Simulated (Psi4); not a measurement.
# HF/STO-3G run of C2H4Al− (SMILES C#[C][AlH3-])

Aim: the vertical singlet–triplet gap of C2H4Al− at HF/STO-3G, from 2 runs. 

The calculation is run with Psi4 1.11.

6 further runs of the same task are left out: 2 that didn't finish, 4 set aside as unsound or not needed.

## 1. The molecule

The species is C2H4Al− (7 atoms), meant as a singlet with charge -1. As SMILES, `C#[C][AlH3-]`. The shape comes from GFN2-xTB, which is rough for such elements, and wasn't checked as a minimum.

Bond lengths: C1–C2 1.212 Å, C2–Al3 2.015 Å, C1–H4 1.062 Å, Al3–H5 1.624 Å, Al3–H6 1.624 Å, Al3–H7 1.624 Å. Angles: C1–C2–Al3 179.0°, C2–C1–H4 179.4°, C2–Al3–H5 109.9°, C2–Al3–H6 109.8°, C2–Al3–H7 109.8°, H5–Al3–H6 109.1°, H5–Al3–H7 109.2°, H6–Al3–H7 109.1°.

## 2. Energy and forces at HF/STO-3G

File c2h4al.in:

```
memory 1600 mb

molecule mol {
  -1 1
  C     -0.916000    -1.890510     0.036740
  C     -0.396540    -0.796130     0.007040
  Al     0.491510     1.012710    -0.020910
  H     -1.380740    -2.845310     0.060780
  H      0.284440     1.706620    -1.474090
  H     -0.163180     1.963600     1.120790
  H      2.080500     0.849040     0.269660
  symmetry c1
}

set {
  basis STO-3G
  puream true
  e_convergence 1e-09
  d_convergence 1e-08
  scf_type pk
}

e_tot, wfn = gradient('scf', return_wfn=True)
oeprop(wfn, 'WIBERG_LOWDIN_INDICES', 'LOWDIN_CHARGES', 'QUADRUPOLE', title='SCF')
```

The run is started by

```sh
$ psi4 -i c2h4al.in -o c2h4al.out -n 1
```

c2h4al.out:

```text
[...]
  Running in c1 symmetry.
[...]
  Nuclear repulsion =   74.135103438769605
[...]
  Multiplicity = 1
[...]
  Nalpha       = 15
  Nbeta        = 15
[...]
    Number of basis functions: 23
[...]
   @RHF iter   1:  -315.92331928542615   -2.76607e+00   5.82065e-03 DIIS/ADIIS
[...]
   @RHF iter   9:  -315.93772979195933   -1.64846e-12   5.69149e-09 DIIS
[...]
    Orbital Energies [Eh]
    ---------------------
    Doubly Occupied:
       1A    -57.507463     2A    -10.699241     3A    -10.672929
       4A     -4.432356     5A     -2.661886     6A     -2.661885
       7A     -2.661842     8A     -0.697702     9A     -0.447485
      10A     -0.289752    11A     -0.146483    12A     -0.108308
      13A     -0.108284    14A     -0.070701    15A     -0.070646
[...]
  @RHF Final Energy:  -315.93772979195933
   => Energetics <=
    Nuclear Repulsion Energy =             74.1351034387696046
    One-Electron Energy =                -593.6717406992137285
    Two-Electron Energy =                 203.5989074684847822
    Total Energy =                       -315.9377297919593275
[...]
  -Total Gradient:
     Atom            X                  Y                   Z
    ------   -----------------  -----------------  -----------------
       1       -0.035947590680    -0.077864388727     0.002377756887
       2        0.025646893597     0.056735013159    -0.002260938460
       3       -0.014983602288    -0.031123919970     0.000555441588
       4       -0.001142707146    -0.001645512848     0.000058537165
       5       -0.003556515608     0.023456662793    -0.039977709817
       6       -0.015844818426     0.030512979087     0.031308821451
       7        0.045828340552    -0.000070833493     0.007938091186
[...]
 Multipole Moments:
 ------------------------------------------------------------------------------------
     Multipole            Electronic (a.u.)      Nuclear  (a.u.)        Total (a.u.)
 ------------------------------------------------------------------------------------
 L = 1.  Multiply by 2.5417464519 to convert [e a0] to [Debye]
 Dipole X            :         -0.9544821            0.3990810           -0.5554011
 Dipole Y            :         -1.9325382            0.7956921           -1.1368461
 Dipole Z            :          0.0182613            0.0011357            0.0193970
 Magnitude           :                                                    1.2654113
 L = 2.  Multiply by 1.3450342976 to convert [e a0^2] to [Debye ang]
 Quadrupole XX       :        -77.6929988           55.1627078          -22.5302909
 Quadrupole XY       :        -90.3231956           87.8091231           -2.5140725
[...]
```

Wall time 2.2 s (1 thread of Intel Xeon Platinum 8375C at 2.90GHz (Ice Lake), shared host); peak memory 0.18 GiB.

## 3. The triplet at the same level

File job.json:

```json
{
 "schema_name": "qcschema_input",
 "schema_version": 1,
 "molecule": {
  "schema_name": "qcschema_molecule",
  "schema_version": 2,
  "symbols": ["C", "C", "Al", "H", "H", "H", "H"],
  "geometry": [-1.73098913, -3.57254614, 0.06942854, -0.749352, -1.50446766, 0.01330367, 0.92881929, 1.91374454, -0.03951417, -2.60922045, -5.37685664, 0.11485755, 0.5375137, 3.2250444, -2.78562638, -0.30836551, 3.71066622, 2.11798614, 3.9315752, 1.60445307, 0.50958355],
  "molecular_charge": -1,
  "molecular_multiplicity": 3,
  "fix_symmetry": "c1"
 },
 "driver": "gradient",
 "model": {
  "method": "scf",
  "basis": "STO-3G"
 },
 "keywords": {
  "reference": "uhf",
  "puream": true,
  "e_convergence": 1e-09,
  "d_convergence": 1e-08,
  "scf_type": "pk",
  "maxiter": 200
 }
}
```

The run is started by

```sh
$ psi4 --qcschema job.json -n 1 --memory 1600MB
```

stdout:

```text
[...]
  Running in c1 symmetry.
[...]
  Nuclear repulsion =   74.135103464803166
[...]
  Multiplicity = 3
[...]
  Nalpha       = 16
  Nbeta        = 14
[...]
    Number of basis functions: 23
[...]
   @UHF iter   1:  -315.46826951066657   -2.31102e+00   1.16329e-02 ADIIS/DIIS
[...]
   @UHF iter  67:  -315.72099988777239   -3.41061e-13   8.30266e-09 DIIS
[...]
   @S^2 Observed:                2.019244905E+00
[...]
    Orbital Energies [Eh]
    ---------------------
    Alpha Occupied:
       1A    -57.496511     2A    -10.699486     3A    -10.648590
       4A     -4.421058     5A     -2.651269     6A     -2.651114
       7A     -2.649364     8A     -0.762545     9A     -0.475063
      10A     -0.288713    11A     -0.270146    12A     -0.158055
      13A     -0.128630    14A     -0.077858    15A     -0.071070
      16A      0.120577
    Alpha Virtual:
      17A      0.616344    18A      0.721697    19A      0.826659
      20A      0.895961    21A      0.900889    22A      0.914498
      23A      1.621313
[...]
  @UHF Final Energy:  -315.72099988777239
   => Energetics <=
    Nuclear Repulsion Energy =             74.1351034648031657
    One-Electron Energy =                -593.5625690767744800
    Two-Electron Energy =                 203.7064657241989210
    Total Energy =                       -315.7209998877724502
  UHF NO Occupations:
  HONO-2 :   14  A 1.9937019
  HONO-1 :   15  A 1.0000000
[...]
 Multipole Moments:
 ------------------------------------------------------------------------------------
     Multipole            Electronic (a.u.)      Nuclear  (a.u.)        Total (a.u.)
 ------------------------------------------------------------------------------------
 L = 1.  Multiply by 2.5417464519 to convert [e a0] to [Debye]
 Dipole X            :         -1.0398850            0.3990810           -0.6408040
 Dipole Y            :         -2.0861513            0.7956921           -1.2904592
 Dipole Z            :          0.0217584            0.0011357            0.0228940
 Magnitude           :                                                    1.4409854
[...]
  -Total Gradient:
     Atom            X                  Y                   Z
    ------   -----------------  -----------------  -----------------
       1        0.124534650879     0.269414824506    -0.008497540955
       2       -0.137229701341    -0.295148267690     0.008160565797
       3       -0.009502479091    -0.018886807320     0.000060227454
       4       -0.001328136553    -0.005622164690     0.000771052017
       5       -0.004240338413     0.022365640389    -0.039090637640
       6       -0.015979889669     0.029679580154     0.030676890787
       7        0.043745894188    -0.001802805351     0.007919442541
[...]
```

The result, in JSON:

```text
{
 "driver": "gradient",
 "model": {
  "method": "scf",
  "basis": "STO-3G"
 },
 "success": true,
 "return_result": [0.12453465087912531, 0.26941482450633164, -0.008497540955376474, -0.13722970134101087, -0.2951482676904439, 0.008160565796957318, -0.009502479091123506, -0.018886807319524218, 6.022745410134284e-05, -0.0013281365526426614, -0.0056221646896236765, 0.0007710520165526806, -0.004240338413356824, 0.022365640388589736, -0.03909063764028611, -0.01597988966940482, 0.029679580154145443, 0.0306768907866192, 0.043745894188116835, -0.0018028053513015688, 0.007919442541433779],
 "properties": {
  "calcinfo_nbasis": 23,
  "calcinfo_nmo": 23,
  "calcinfo_nalpha": 16,
  "calcinfo_nbeta": 14,
  "calcinfo_natom": 7,
  "nuclear_repulsion_energy": 74.13510346480317,
  "return_energy": -315.7209998877724,
  "return_gradient": [0.12453465087912531, 0.26941482450633164, -0.008497540955376474, -0.13722970134101087, -0.2951482676904439, 0.008160565796957318, -0.009502479091123506, -0.018886807319524218, 6.022745410134284e-05, -0.0013281365526426614, -0.0056221646896236765, 0.0007710520165526806, -0.004240338413356824, 0.022365640388589736, -0.03909063764028611, -0.01597988966940482, 0.029679580154145443, 0.0306768907866192, 0.043745894188116835, -0.0018028053513015688, 0.007919442541433779],
  "scf_one_electron_energy": -593.5625690767745,
  "scf_two_electron_energy": 203.70646572419892,
  "scf_dipole_moment": [-0.6408040344942121, -1.2904591793782723, 0.022894039036220337],
  "scf_total_energy": -315.7209998877724,
  "scf_total_gradient": [0.12453465087912531, 0.26941482450633164, -0.008497540955376474, -0.13722970134101087, -0.2951482676904439, 0.008160565796957318, -0.009502479091123506, -0.018886807319524218, 6.022745410134284e-05, -0.0013281365526426614, -0.0056221646896236765, 0.0007710520165526806, -0.004240338413356824, 0.022365640388589736, -0.03909063764028611, -0.01597988966940482, 0.029679580154145443, 0.0306768907866192, 0.043745894188116835, -0.0018028053513015688, 0.007919442541433779],
  "scf_iterations": 67
 }
}
```

It took 2.8 s on 1 thread of Intel Xeon Platinum 8375C at 2.90GHz (Ice Lake), shared host; peak memory 0.18 GiB.

## 4. Summary of results

Level: HF/STO-3G.

| quantity | value |
| --- | --- |
| singlet: total energy | -315.93773 Eh |
| singlet: HOMO energy | -1.92 eV |
| singlet: LUMO energy | 17.24 eV |
| singlet: HOMO–LUMO gap (to an unbound level, set by the basis) | 19.16 eV |
| singlet: largest force on an atom | 4.412 eV/Å |
| triplet: total energy | -315.72100 Eh |
| triplet: HOMO energy (highest over α and β) | 3.28 eV |
| triplet: LUMO energy (lowest over α and β) | 11.47 eV |
| triplet: ⟨S²⟩ | 2.019 |
| triplet: largest force on an atom | 16.743 eV/Å |
| vertical energy of the triplet above the singlet | 5.898 eV |

In words: At this shape the triplet lies 5.90 eV (569 kJ/mol) above the singlet. For an anion a state so high probably lies above electron detachment. The largest force (singlet) is 4.41 eV/Å: the shape isn't a stationary point for this species at this level. In a minimal basis such a difference can be off by several eV, whatever the method. The HOMO (triplet) lies at positive energy, 3.28 eV: the electron is unbound at this level or held by a compact basis; values depend on the basis.
